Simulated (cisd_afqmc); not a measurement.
Input (AFQMC/CISD/aug-cc-pVDZ; cisd_afqmc is a phaseless AFQMC code with CISD trial states that reads the integrals written by Ansatz):

Ansatz 0.2 input:
```python
import cisd_afqmc

open("ham.yaml", "w").write("""\
crystal:
  periodic: [false, false, false]
  atoms:
    - {symbol: F, position_ang: [0.00000000, 0.00000000, 0.00000000]}
basis:
  gaussian:
    orbitals: aug-cc-pVDZ
magnetization: {spin_polarized: true, initial_magnetization: 1}
correlation: {method: ccsd, electrons: outside_noble_gas, hamiltonian_folder: ham}
scf: {lower_state_search: full}
""")
rep = cisd_afqmc.ansatz("ham.yaml")
e_ccsd = rep["correlation"]["coupled_cluster"]["energy"]["hartree"]
out = cisd_afqmc.run("ham", e_ccsd, trial="CISD", walkers=200, populations=8, threads=8, dt=0.005, steps=40, early=24, settle=10, least=32,
    cut=5e-5, rank_cut=2e-4, target=0.0004, seconds=1500, seed=1, memory=12960, gpu=False)
```

Output:

```
orbitals 22, occupied [4, 3], factors 85 of 122, rank of the doubles 95 of 129
E(HF) = -99.381092
E(CCSD) on the cut factors = -99.547740, shift to the whole factors -0.000007
Energy of the trial state on the determinant = -99.547868
  tau behind 7.2 of longer steps, mean of the populations' last blocks
   2.0  -99.55029
   4.0  -99.55015
   6.0  -99.55021
   8.0  -99.55036
blocks 297 (5 outliers left out), error by blocks joined: 1: 0.00005, 2: 0.00006, 4: 0.00006, 8: 0.00006, 16: 0.00006
E(AFQMC/CISD) = -99.55019 +/- 0.00006
```
